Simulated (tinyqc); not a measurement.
Inside a calculation (part 2 of 2). Method: LCCD on RHF in the sto-6g basis, for BH3, spin multiplicity 1. Computed by tinyqc, a small Python program that keeps every step (integrals from PySCF). Command: `OMP_NUM_THREADS=1 python tinyqc.py 20195 20196 out.jsonl` (the two numbers bound the seeds that draw the settings). One thread of a shared host (Intel(R) Xeon(R) Processor @ 2.60GHz), about 0.3 s of CPU time with the checks.

Geometry (angstrom):
```
atom,x,y,z
B,0.000000,0.000000,0.042000
H,1.166000,0.000000,0.000000
H,-0.583000,1.010000,0.000000
H,-0.583000,-1.010000,0.000000
```

## Integrals over molecular orbitals

coefficients C:
```
,MO1,MO2,MO3,MO4,MO5,MO6,MO7,MO8
1B 1s,0.994185,-0.220342,0.000034,0.000000,-0.013416,-0.245453,0.000000,-0.000697
1B 2s,0.024975,0.543597,-0.000133,0.000000,0.064134,1.510862,0.000000,0.004476
1B 2px,0.000002,0.000088,0.509283,0.000000,0.000001,-0.003291,0.000000,1.206369
1B 2py,0.000000,0.000000,0.000000,0.509273,0.000000,0.000000,1.206358,0.000000
1B 2pz,-0.000162,-0.006950,-0.000001,0.000000,0.998092,-0.075179,0.000000,-0.000218
2H 1s,-0.004444,0.282997,0.514516,0.000000,-0.019965,-0.757606,0.000000,-1.016464
3H 1s,-0.004443,0.282871,-0.257341,0.445622,-0.019972,-0.761777,-0.878283,0.504866
4H 1s,-0.004443,0.282871,-0.257341,-0.445622,-0.019972,-0.761777,0.878283,0.504866
```

core Hamiltonian H = T + V (hartree):
```
,1B 1s,1B 2s,1B 2px,1B 2py,1B 2pz,2H 1s,3H 1s,4H 1s
1B 1s,-13.804970,-3.438446,-0.000010,0.000000,0.002194,-0.952099,-0.951700,-0.951700
1B 2s,-3.438446,-4.683341,-0.000061,0.000000,0.017911,-2.092752,-2.092225,-2.092225
1B 2px,-0.000010,-0.000061,-3.995015,0.000000,0.000003,-1.862007,0.930679,0.930679
1B 2py,0.000000,0.000000,0.000000,-3.995022,0.000000,0.000000,-1.612355,1.612355
1B 2pz,0.002194,0.017911,0.000003,0.000000,-3.807961,0.070897,0.070874,0.070874
2H 1s,-0.952099,-2.092752,-1.862007,0.000000,0.070897,-3.226823,-0.514481,-0.514481
3H 1s,-0.951700,-2.092225,0.930679,-1.612355,0.070874,-0.514481,-3.226454,-0.514215
4H 1s,-0.951700,-2.092225,0.930679,1.612355,0.070874,-0.514481,-0.514215,-3.226454
```

Given earlier and not repeated: Two-electron integrals (ij|kl) in chemists' order.

(pq|rs) = sum C_ip C_jq C_kr C_ls (ij|kl), one index at a time.

one-electron integrals over orbitals h = C^T H C (hartree):
```
,1,2,3,4,5,6,7,8
1,-13.792176,0.302084,-0.000052,0.000000,0.021139,0.321923,0.000000,0.000909
2,0.302084,-3.828139,-0.000063,0.000000,-0.010057,-0.618208,0.000000,-0.001858
3,-0.000052,-0.000063,-3.577090,0.000000,0.000008,0.001900,0.000000,-0.622430
4,0.000000,0.000000,0.000000,-3.576984,0.000000,0.000000,-0.622531,0.000000
5,0.021139,-0.010057,0.000008,0.000000,-3.806061,0.034151,0.000000,0.000093
6,0.321923,-0.618208,0.001900,0.000000,0.034151,-2.997446,0.000000,0.000491
7,0.000000,0.000000,0.000000,-0.622531,0.000000,0.000000,-3.164978,0.000000
8,0.000909,-0.001858,-0.622430,0.000000,0.000093,0.000491,0.000000,-3.164957
```

Two-electron integrals over orbitals (pq|rs), unique and non-zero (hartree):
```
p,q,r,s,(pq|rs)
1,1,1,1,2.898310
2,1,1,1,-0.253160
2,1,2,1,0.035115
2,2,1,1,0.607089
2,2,2,1,-0.008739
2,2,2,2,0.445769
3,1,1,1,0.000040
3,1,2,1,-4.02e-06
3,1,2,2,0.000007
3,1,3,1,0.007756
3,2,1,1,0.000006
3,2,2,1,3.48e-06
3,2,2,2,0.000054
3,2,3,1,0.013169
3,2,3,2,0.122123
3,3,1,1,0.551720
3,3,2,1,-0.003461
3,3,2,2,0.442995
3,3,3,1,0.004193
3,3,3,2,0.063261
3,3,3,3,0.496775
4,1,4,1,0.007756
4,2,4,1,0.013167
4,2,4,2,0.122082
4,3,4,1,-0.004198
4,3,4,2,-0.063299
4,3,4,3,0.049128
4,4,1,1,0.551693
4,4,2,1,-0.003463
4,4,2,2,0.442938
4,4,3,1,-0.004195
4,4,3,2,-0.063283
4,4,3,3,0.398622
4,4,4,4,0.496799
5,1,1,1,-0.015916
5,1,2,1,0.002015
5,1,2,2,-0.001371
5,1,3,1,-3.97e-07
5,1,3,2,-2.80e-08
5,1,3,3,-0.000669
5,1,4,4,-0.000668
5,1,5,1,0.022281
5,2,1,1,0.007818
5,2,2,1,-0.000693
5,2,2,2,-0.001832
5,2,3,1,8.47e-08
5,2,3,2,-6.67e-08
5,2,3,3,-0.001129
5,2,4,4,-0.001129
5,2,5,1,0.020961
5,2,5,2,0.069079
5,3,1,1,-3.06e-06
5,3,2,1,1.97e-07
5,3,2,2,-6.51e-07
5,3,3,1,0.000250
5,3,3,2,-0.001392
5,3,3,3,-0.001425
5,3,4,4,0.001425
5,3,5,1,-3.56e-06
5,3,5,2,-0.000008
5,3,5,3,0.018238
5,4,4,1,0.000250
5,4,4,2,-0.001392
5,4,4,3,0.001426
5,4,5,4,0.018236
5,5,1,1,0.742777
5,5,2,1,-0.009485
5,5,2,2,0.464239
5,5,3,1,1.35e-06
5,5,3,2,4.44e-06
5,5,3,3,0.438106
5,5,4,4,0.438091
5,5,5,1,0.002062
5,5,5,2,0.010257
5,5,5,3,-2.97e-06
5,5,5,5,0.587423
6,1,1,1,-0.292762
6,1,2,1,0.041900
6,1,2,2,-0.009434
6,1,3,1,-0.000044
6,1,3,2,-0.000054
6,1,3,3,-0.003502
6,1,4,4,-0.003471
6,1,5,1,0.001208
6,1,5,2,-0.001822
6,1,5,3,-1.02e-06
6,1,5,5,-0.007697
6,1,6,1,0.050280
6,2,1,1,0.222601
6,2,2,1,-0.010422
6,2,2,2,0.041719
6,2,3,1,-0.000020
6,2,3,2,1.68e-06
6,2,3,3,0.022148
6,2,4,4,0.022012
6,2,5,1,-0.001770
6,2,5,2,-0.000663
6,2,5,3,-0.000007
6,2,5,5,0.106571
6,2,6,1,-0.010859
6,2,6,2,0.070734
6,3,1,1,-0.000616
6,3,2,1,0.000017
6,3,2,2,-0.000154
6,3,3,1,0.003395
6,3,3,2,-0.042289
6,3,3,3,-0.039817
6,3,4,4,0.039649
6,3,5,1,1.11e-08
6,3,5,2,-0.000012
6,3,5,3,0.001673
6,3,5,5,-0.000295
6,3,6,1,-1.51e-06
6,3,6,2,-0.000324
6,3,6,3,0.057949
6,4,4,1,0.003375
6,4,4,2,-0.042578
6,4,4,3,0.039884
6,4,5,4,0.001681
6,4,6,4,0.058290
6,5,1,1,-0.006924
6,5,2,1,-0.000350
6,5,2,2,-0.004279
6,5,3,1,-2.45e-06
6,5,3,2,-0.000017
6,5,3,3,-0.001970
6,5,4,4,-0.001954
6,5,5,1,0.023743
6,5,5,2,0.065625
6,5,5,3,-0.000057
6,5,5,5,0.001395
6,5,6,1,-0.001735
6,5,6,2,-0.006576
6,5,6,3,0.000011
6,5,6,5,0.069130
6,6,1,1,0.643063
6,6,2,1,-0.013134
6,6,2,2,0.444705
6,6,3,1,-0.000073
6,6,3,2,-0.000609
6,6,3,3,0.443748
6,6,4,4,0.444386
6,6,5,1,-0.003770
6,6,5,2,-0.007627
6,6,5,3,0.000011
6,6,5,5,0.465913
6,6,6,1,-0.013860
6,6,6,2,0.030280
6,6,6,3,0.000165
6,6,6,5,-0.009679
6,6,6,6,0.464581
7,1,4,1,0.013616
7,1,4,2,0.019702
7,1,4,3,-0.005330
7,1,5,4,0.000492
7,1,6,4,0.006247
7,1,7,1,0.024188
7,2,4,1,0.007578
7,2,4,2,-0.004238
7,2,4,3,0.025466
7,2,5,4,0.002522
7,2,6,4,0.045796
7,2,7,1,0.012782
7,2,7,2,0.048819
7,3,4,1,0.003472
7,3,4,2,0.052516
7,3,4,3,-0.023718
7,3,5,4,-0.001247
7,3,6,4,-0.029942
7,3,7,1,0.005622
7,3,7,2,-0.009511
7,3,7,3,0.036885
7,4,1,1,0.202549
7,4,2,1,-0.005432
7,4,2,2,0.045210
7,4,3,1,0.003474
7,4,3,2,0.052519
7,4,3,3,0.053357
7,4,4,4,0.005959
7,4,5,1,0.000102
7,4,5,2,0.004367
7,4,5,3,-0.001247
7,4,5,5,0.095678
7,4,6,1,-0.005085
7,4,6,2,0.067092
7,4,6,3,-0.029954
7,4,6,5,-0.001281
7,4,6,6,0.028362
7,4,7,4,0.104798
7,5,4,1,0.000879
7,5,4,2,0.005857
7,5,4,3,-0.002752
7,5,5,4,0.016215
7,5,6,4,-0.002068
7,5,7,1,0.001449
7,5,7,2,0.000796
7,5,7,3,0.002514
7,5,7,5,0.020225
7,6,4,1,0.013374
7,6,4,2,0.109162
7,6,4,3,-0.057363
7,6,5,4,-0.001828
7,6,6,4,-0.045225
7,6,7,1,0.020953
7,6,7,2,-0.009906
7,6,7,3,0.053559
7,6,7,5,0.005199
7,6,7,6,0.111259
7,7,1,1,0.687952
7,7,2,1,-0.009658
7,7,2,2,0.461290
7,7,3,1,0.000869
7,7,3,2,-0.028134
7,7,3,3,0.428679
7,7,4,4,0.493942
7,7,5,1,-0.000434
7,7,5,2,0.001540
7,7,5,3,0.001600
7,7,5,5,0.479211
7,7,6,1,-0.009451
7,7,6,2,0.045140
7,7,6,3,0.036618
7,7,6,5,-0.000972
7,7,6,6,0.471385
7,7,7,4,0.041916
7,7,7,7,0.532327
8,1,1,1,-0.000835
8,1,2,1,0.000122
8,1,2,2,-0.000018
8,1,3,1,0.013616
8,1,3,2,0.019704
8,1,3,3,0.005310
8,1,4,4,-0.005334
8,1,5,1,3.46e-06
8,1,5,2,-0.000005
8,1,5,3,0.000492
8,1,5,5,-0.000021
8,1,6,1,0.000077
8,1,6,2,-0.000066
8,1,6,3,0.006280
8,1,6,5,-0.000009
8,1,6,6,-0.000157
8,1,7,4,0.005609
8,1,7,7,0.002531
8,1,8,1,0.024187
8,2,1,1,0.000667
8,2,2,1,-0.000029
8,2,2,2,0.000125
8,2,3,1,0.007577
8,2,3,2,-0.004269
8,2,3,3,-0.025407
8,2,4,4,0.025543
8,2,5,1,-4.94e-06
8,2,5,2,-5.41e-07
8,2,5,3,0.002522
8,2,5,5,0.000317
8,2,6,1,-0.000068
8,2,6,2,0.000080
8,2,6,3,0.045752
8,2,6,5,-0.000020
8,2,6,6,0.000147
8,2,7,4,-0.009316
8,2,7,7,0.031564
8,2,8,1,0.012779
8,2,8,2,0.048826
8,3,1,1,0.202531
8,3,2,1,-0.005434
8,3,2,2,0.045158
8,3,3,1,-0.003466
8,3,3,2,-0.052650
8,3,3,3,0.005860
8,3,4,4,0.053468
8,3,5,1,0.000102
8,3,5,2,0.004367
8,3,5,3,0.001249
8,3,5,5,0.095665
8,3,6,1,-0.005054
8,3,6,2,0.067046
8,3,6,3,0.029685
8,3,6,5,-0.001266
8,3,6,6,0.028958
8,3,7,4,0.035232
8,3,7,7,0.064301
8,3,8,1,-0.005625
8,3,8,2,0.009835
8,3,8,3,0.104965
8,4,4,1,0.003484
8,4,4,2,0.052398
8,4,4,3,-0.023603
8,4,5,4,-0.001242
8,4,6,4,-0.029782
8,4,7,1,0.005643
8,4,7,2,-0.009373
8,4,7,3,0.032520
8,4,7,5,0.002508
8,4,7,6,0.053432
8,4,8,4,0.036714
8,5,1,1,-0.000019
8,5,2,1,-8.29e-07
8,5,2,2,-0.000010
8,5,3,1,0.000879
8,5,3,2,0.005857
8,5,3,3,0.002743
8,5,4,4,-0.002756
8,5,5,1,0.000068
8,5,5,2,0.000191
8,5,5,3,0.016214
8,5,5,5,4.93e-06
8,5,6,1,-0.000009
8,5,6,2,-0.000021
8,5,6,3,-0.002053
8,5,6,5,0.000140
8,5,6,6,-0.000057
8,5,7,4,0.002510
8,5,7,7,-0.000852
8,5,8,1,0.001449
8,5,8,2,0.000796
8,5,8,3,-0.002523
8,5,8,5,0.020224
8,6,1,1,-0.000102
8,6,2,1,-0.000008
8,6,2,2,3.13e-06
8,6,3,1,0.013379
8,6,3,2,0.109017
8,6,3,3,0.057078
8,6,4,4,-0.057194
8,6,5,1,-0.000009
8,6,5,2,-0.000026
8,6,5,3,-0.001818
8,6,5,5,-0.000026
8,6,6,1,-0.000072
8,6,6,2,-0.000020
8,6,6,3,-0.044708
8,6,6,5,-0.000040
8,6,6,6,-0.000637
8,6,7,4,0.053424
8,6,7,7,-0.029078
8,6,8,1,0.020966
8,6,8,2,-0.009750
8,6,8,3,-0.053691
8,6,8,5,0.005194
8,6,8,6,0.110921
8,7,4,1,0.000906
8,7,4,2,-0.027824
8,7,4,3,0.032485
8,7,5,4,0.001596
8,7,6,4,0.036717
8,7,7,1,0.002617
8,7,7,2,0.031394
8,7,7,3,-0.011003
8,7,7,5,-0.000835
8,7,7,6,-0.028894
8,7,8,4,-0.010894
8,7,8,7,0.034216
8,8,1,1,0.687950
8,8,2,1,-0.009658
8,8,2,2,0.461312
8,8,3,1,-0.000791
8,8,3,2,0.028767
8,8,3,3,0.494269
8,8,4,4,0.428335
8,8,5,1,-0.000434
8,8,5,2,0.001540
8,8,5,3,-0.001612
8,8,5,5,0.479214
8,8,6,1,-0.009437
8,8,6,2,0.045307
8,8,6,3,-0.037199
8,8,6,5,-0.000978
8,8,6,6,0.471052
8,8,7,4,0.064519
8,8,7,7,0.463402
8,8,8,1,-0.002466
8,8,8,2,-0.031350
8,8,8,3,0.041503
8,8,8,5,0.000876
8,8,8,6,0.029574
8,8,8,8,0.532664
```

## LCCD: starting amplitudes

orbital energies (hartree): MO1 -7.523489, MO2 -0.675645, MO3 -0.472647, MO4 -0.472643, MO5 0.232532, MO6 0.717103, MO7 0.764059, MO8 0.764083

t_ij^ab = <ij||ab> / (e_i + e_j - e_a - e_b), whose energy is MP2.

Starting amplitudes (spin orbitals 1a, 1b, ...; amplitudes related by a flip of all spins are not repeated; the 24 largest):
```
from,to,t
3a 3b,8a 8b,-0.042437
4a 4b,7a 7b,-0.042370
2a 2b,5a 5b,-0.038031
2a 4b,6a 7b,-0.025516
2a 3b,6a 8b,-0.025498
2a 2b,6a 6b,-0.025394
4a 4b,6a 6b,-0.024497
3a 3b,6a 6b,-0.024354
2a 4b,6b 7a,0.017417
2a 3b,6b 8a,0.017400
2a 2b,8a 8b,-0.016957
2a 2b,7a 7b,-0.016955
3a 3b,7a 7b,-0.014913
4a 4b,8a 8b,-0.014843
3a 4b,7b 8a,0.014244
3a 4b,7a 8b,-0.013148
3a 3b,5a 5b,-0.012931
4a 4b,5a 5b,-0.012930
3a 4b,6a 7b,0.012345
3a 4b,6b 7a,-0.012340
4a 4b,6a 8b,0.012274
3a 3b,6a 8b,-0.012234
2a 4a,6a 7a,-0.008099
2a 3a,6a 8a,-0.008098
```

correlation energy = -0.03579627 hartree

## LCCD: amplitude update 1

t_ij^ab D_ij^ab are set to the remaining terms of the spin-orbital equations, evaluated with the old amplitudes; for the doubles these are <ij||ab> + 1/2 <ab||ef> t_ij^ef + 1/2 <mn||ij> t_mn^ab + P(ij)P(ab) <mb||ej> t_im^ae, D the orbital-energy denominators (linear CCD).

Amplitudes after update 1 (spin orbitals 1a, 1b, ...; amplitudes related by a flip of all spins are not repeated; the 24 largest):
```
from,to,t
3a 3b,8a 8b,-0.055275
4a 4b,7a 7b,-0.055186
2a 2b,5a 5b,-0.049210
2a 4b,6a 7b,-0.033355
2a 3b,6a 8b,-0.033325
4a 4b,6a 6b,-0.032162
3a 3b,6a 6b,-0.031966
2a 2b,6a 6b,-0.031037
2a 4b,6b 7a,0.025067
2a 3b,6b 8a,0.025038
2a 2b,8a 8b,-0.020771
2a 2b,7a 7b,-0.020768
3a 4b,7a 8b,-0.019402
3a 4b,7b 8a,0.018733
3a 3b,7a 7b,-0.016962
4a 4b,8a 8b,-0.016867
3a 4b,6b 7a,-0.016805
3a 4b,6a 7b,0.016804
4a 4b,6a 8b,0.016704
3a 3b,6a 8b,-0.016658
3a 3b,5a 5b,-0.012933
4a 4b,5a 5b,-0.012931
2a 4a,6a 7a,-0.008288
2a 3a,6a 8a,-0.008287
```

correlation energy = -0.04654499 hartree

## LCCD: amplitude update 2

As before.

Amplitudes after update 2 (spin orbitals 1a, 1b, ...; amplitudes related by a flip of all spins are not repeated; the 24 largest):
```
from,to,t
3a 3b,8a 8b,-0.059811
4a 4b,7a 7b,-0.059713
2a 2b,5a 5b,-0.053136
2a 4b,6a 7b,-0.035717
2a 3b,6a 8b,-0.035683
4a 4b,6a 6b,-0.035041
3a 3b,6a 6b,-0.034827
2a 2b,6a 6b,-0.032913
2a 4b,6b 7a,0.028013
2a 3b,6b 8a,0.027980
3a 4b,7a 8b,-0.022173
2a 2b,8a 8b,-0.021900
2a 2b,7a 7b,-0.021897
3a 4b,7b 8a,0.020267
3a 4b,6b 7a,-0.018276
3a 4b,6a 7b,0.018272
4a 4b,6a 8b,0.018159
3a 3b,6a 8b,-0.018113
3a 3b,7a 7b,-0.017179
4a 4b,8a 8b,-0.017076
3a 3b,5a 5b,-0.011382
4a 4b,5a 5b,-0.011379
2a 4a,6a 7a,-0.007704
2a 3a,6a 8a,-0.007703
```

correlation energy = -0.05012535 hartree

## LCCD: convergence

E_corr = 1/4 sum <ij||ab> t_ij^ab; stop when the norm of the change is below 1e-8.

Course of the amplitude iterations:
```
update,correlation energy (hartree),norm of the change
0,-0.03579627,-
1,-0.04654499,7.60e-02
2,-0.05012535,2.75e-02
3,-0.05214134,1.08e-02
4,-0.05213864,1.43e-03
5,-0.05213862,2.00e-04
6,-0.05213849,2.46e-05
7,-0.05213839,9.43e-06
8,-0.05213837,1.32e-06
9,-0.05213836,1.94e-07
10,-0.05213836,7.18e-08
11,-0.05213836,1.31e-08
12,-0.05213836,3.29e-09
```

Converged amplitudes (spin orbitals 1a, 1b, ...; amplitudes related by a flip of all spins are not repeated; the 24 largest):
```
from,to,t
3a 3b,8a 8b,-0.062654
4a 4b,7a 7b,-0.062554
2a 2b,5a 5b,-0.056202
2a 4b,6a 7b,-0.036895
2a 3b,6a 8b,-0.036859
4a 4b,6a 6b,-0.036751
3a 3b,6a 6b,-0.036530
2a 2b,6a 6b,-0.034123
2a 4b,6b 7a,0.029938
2a 3b,6b 8a,0.029903
3a 4b,7a 8b,-0.024256
2a 2b,8a 8b,-0.022339
2a 2b,7a 7b,-0.022336
3a 4b,7b 8a,0.021205
3a 4b,6b 7a,-0.018953
3a 4b,6a 7b,0.018945
4a 4b,6a 8b,0.018824
3a 3b,6a 8b,-0.018779
3a 3b,7a 7b,-0.016995
4a 4b,8a 8b,-0.016888
3a 3b,5a 5b,-0.008698
4a 4b,5a 5b,-0.008695
2a 3b,8a 8b,-0.007138
2a 4a,6a 7a,-0.006957
```

LCCD total energy = -26.38249739 hartree

Converged in 12 updates, with DIIS from the third.
